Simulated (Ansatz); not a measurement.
Ansatz (a quantum-chemistry and plane-wave program) input (B3LYP-D3(BJ)/def2-TZVP):

Ansatz 0.2 input:
```yaml
crystal:
  periodic: [false, false, false]
  atoms:
    - {symbol: Si, position_ang: [-0.00000000, -0.00000000, -1.13393692]}
    - {symbol: Si, position_ang: [0.00000000, 0.00000000, 1.13393692]}
basis:
  gaussian:
    orbitals: def2-TZVP
hamiltonian:
  xc: b3lyp
  dispersion: d3bj
magnetization: {spin_polarized: true, initial_magnetization: 2}
phonons: {temperatures: {t_min: 298.15, t_max: 298.15, t_step: 100}}
```

Output:

```
Functional definition: B3LYP
integrals: 0.01 GiB planned
522 factors; their error is unknown
mean field: 0.21 GiB planned
mean field evaluation 1: about -15752.3052 eV, gradient 6.9e0 eV
mean field evaluation 2: about -15752.5444 eV, gradient 4.9e0 eV
mean field evaluation 4: about -15752.7014 eV, gradient 9.8e-2 eV
mean field evaluation 8: about -15752.7518 eV, gradient 1.2e-3 eV
mean field evaluation 16: about -15752.7518 eV, gradient 1.6e-5 eV
mean field evaluation 32: about -15752.7463 eV, gradient 2.0e-1 eV
mean field -15752.75178261 eV, -578.9029504124 hartree, gradient 2.3e-6 eV, S^2 2.004823; 5 other end points of the search recorded, 0 dependent functions left out
the calculation of the forces begins
reference -15752.75196231 eV, -578.9029570162 hartree; 15, 13 occupied and 59, 61 virtual orbitals, 522 factors
these checks for a lower state are left out or cut short: stability, starts, cluster_reference, orbital_swaps, neighbouring_geometries, increment
integrals: 0.01 GiB planned
522 factors; their error is unknown
mean field: 0.21 GiB planned
mean field -15752.75178262 eV, -578.9029504126 hartree, gradient 6.2e-7 eV, S^2 2.004823; 0 other end points of the search recorded, 0 dependent functions left out
the calculation of the forces begins
reference -15752.75196232 eV, -578.9029570164 hartree; 15, 13 occupied and 59, 61 virtual orbitals, 522 factors
these checks for a lower state are left out or cut short: stability, starts, cluster_reference, orbital_swaps, neighbouring_geometries, increment
integrals: 0.01 GiB planned
522 factors; their error is unknown
mean field: 0.21 GiB planned
mean field -15752.75178262 eV, -578.9029504126 hartree, gradient 6.2e-7 eV, S^2 2.004823; 0 other end points of the search recorded, 0 dependent functions left out
the calculation of the forces begins
reference -15752.75196232 eV, -578.9029570164 hartree; 15, 13 occupied and 59, 61 virtual orbitals, 522 factors
these checks for a lower state are left out or cut short: stability, starts, cluster_reference, orbital_swaps, neighbouring_geometries, increment
integrals: 0.01 GiB planned
522 factors; their error is unknown
mean field: 0.21 GiB planned
mean field evaluation 64: about -15752.7518 eV, gradient 6.2e-7 eV
mean field -15752.75178262 eV, -578.9029504126 hartree, gradient 6.2e-7 eV, S^2 2.004823; 0 other end points of the search recorded, 0 dependent functions left out
the calculation of the forces begins
reference -15752.75196232 eV, -578.9029570164 hartree; 15, 13 occupied and 59, 61 virtual orbitals, 522 factors
these checks for a lower state are left out or cut short: stability, starts, cluster_reference, orbital_swaps, neighbouring_geometries, increment
integrals: 0.01 GiB planned
522 factors; their error is unknown
mean field: 0.21 GiB planned
mean field -15752.75178262 eV, -578.9029504126 hartree, gradient 6.2e-7 eV, S^2 2.004823; 0 other end points of the search recorded, 0 dependent functions left out
the calculation of the forces begins
reference -15752.75196232 eV, -578.9029570164 hartree; 15, 13 occupied and 59, 61 virtual orbitals, 522 factors
these checks for a lower state are left out or cut short: stability, starts, cluster_reference, orbital_swaps, neighbouring_geometries, increment
integrals: 0.01 GiB planned
522 factors; their error is unknown
mean field: 0.21 GiB planned
mean field -15752.75173461 eV, -578.9029486483 hartree, gradient 1.6e-6 eV, S^2 2.004825; 0 other end points of the search recorded, 0 dependent functions left out
the calculation of the forces begins
reference -15752.75191430 eV, -578.9029552516 hartree; 15, 13 occupied and 59, 61 virtual orbitals, 522 factors
these checks for a lower state are left out or cut short: stability, starts, cluster_reference, orbital_swaps, neighbouring_geometries, increment
integrals: 0.01 GiB planned
522 factors; their error is unknown
mean field: 0.21 GiB planned
mean field -15752.75175038 eV, -578.9029492278 hartree, gradient 1.6e-6 eV, S^2 2.004821; 0 other end points of the search recorded, 0 dependent functions left out
the calculation of the forces begins
reference -15752.75193009 eV, -578.9029558320 hartree; 15, 13 occupied and 59, 61 virtual orbitals, 522 factors
Total energy: -15752.86075207 eV, -578.9069549660 hartree
Atom 0 at    -0.000000    -0.000000    -1.133937 Å, force    -0.000000    -0.000000     0.000120 eV/Å
Atom 1 at     0.000000     0.000000     1.133937 Å, force     0.000000     0.000000    -0.000120 eV/Å
Dipole moment:    -0.000000     0.000000    -0.000000 e Å
Vibrations: 498.84 cm⁻¹, zero-point energy 0.030924 eV
```
